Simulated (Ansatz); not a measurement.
C3H6O2 (1,3-dioxolane): methods side by side

The species is C3H6O2 (11 atoms), meant as a singlet with charge 0. As SMILES, `C1COCO1`. The shape is that of a PBE0-D4/def2-TZVP optimisation. This is one conformer, not always the lowest.

```xyz
11

C     0.0169    1.0078   -0.4513
C    -0.0048   -0.4341   -0.9521
O    -0.5876   -1.1333    0.1276
C    -0.0670   -0.4979    1.2549
O    -0.0037    0.8768    0.9618
H     0.9134    1.5479   -0.7691
H    -0.8684    1.5667   -0.7695
H    -0.6180   -0.5862   -1.8397
H     1.0115   -0.8042   -1.1453
H     0.9439   -0.8779    1.4817
H    -0.7362   -0.6657    2.1011
```

Quantity: the atomisation enthalpy at 298 K, in kJ/mol. The values are calculated. The thermal term (zero-point and 298 K enthalpy, harmonic and unscaled) is that of B3LYP/6-31G*; the spin-orbit lowering of the free atoms at 298 K, 0.9 kJ/mol by their spectra, is taken off.

**What was measured.** CRC Handbook of Chemistry and Physics gives the atomisation enthalpy at 298 K of the gas as 4255 kJ/mol.

```json
{"level": "HF/def2-SVP", "kind": "Hartree–Fock", "program": "Ansatz", "value (kJ/mol)": "3004", "computed − measured": "-1251", "CPU time (all runs)": "4.4 s"}
{"level": "PBE/def2-SVP", "kind": "GGA", "program": "Ansatz", "value (kJ/mol)": "4409", "computed − measured": "+154", "CPU time (all runs)": "10 s"}
{"level": "B3LYP/def2-SVP", "kind": "global hybrid", "program": "Ansatz", "value (kJ/mol)": "4251", "computed − measured": "-4", "CPU time (all runs)": "11 s"}
{"level": "PBE0/def2-SVP", "kind": "global hybrid", "program": "Ansatz", "value (kJ/mol)": "4306", "computed − measured": "+51", "CPU time (all runs)": "11 s"}
{"level": "wB97M-V/def2-SVP", "kind": "range-separated hybrid", "program": "Ansatz", "value (kJ/mol)": "4340", "computed − measured": "+85", "CPU time (all runs)": "1.7 min"}
{"level": "wB97X/def2-SVP", "kind": "range-separated hybrid", "program": "Ansatz", "value (kJ/mol)": "4281", "computed − measured": "+26", "CPU time (all runs)": "38 s"}
{"level": "PBE-QIDH/def2-SVP", "kind": "double hybrid", "program": "Ansatz", "value (kJ/mol)": "4215", "computed − measured": "-40", "CPU time (all runs)": "15 s"}
{"level": "RPA@PBE0/def2-SVP", "kind": "RPA", "program": "Ansatz", "value (kJ/mol)": "3939", "computed − measured": "-316", "CPU time (all runs)": "20 s"}
{"level": "MP2/def2-SVP", "kind": "perturbation theory", "program": "Ansatz", "value (kJ/mol)": "4103", "computed − measured": "-152", "CPU time (all runs)": "5.1 s"}
{"level": "CCSD/def2-SVP", "kind": "coupled cluster or CI", "program": "Ansatz", "value (kJ/mol)": "3988", "computed − measured": "-267", "CPU time (all runs)": "33 s"}
```

Nearest: B3LYP/def2-SVP (-4 kJ/mol); farthest: HF/def2-SVP (-1251 kJ/mol). Computed less measured by kind, in kJ/mol (of the ab initio rows, those in def2-SVP): Hartree–Fock -1251; GGA +154; global hybrid -4 to +51; range-separated hybrid +26 to +85; double hybrid -40; RPA -316; perturbation theory -152; coupled cluster or CI -267. Wave-function methods converge slowly with the basis and bind too weakly in sets of this size; that is part of their error here. CPU times are rough (shared hosts, several kinds of processor and program).
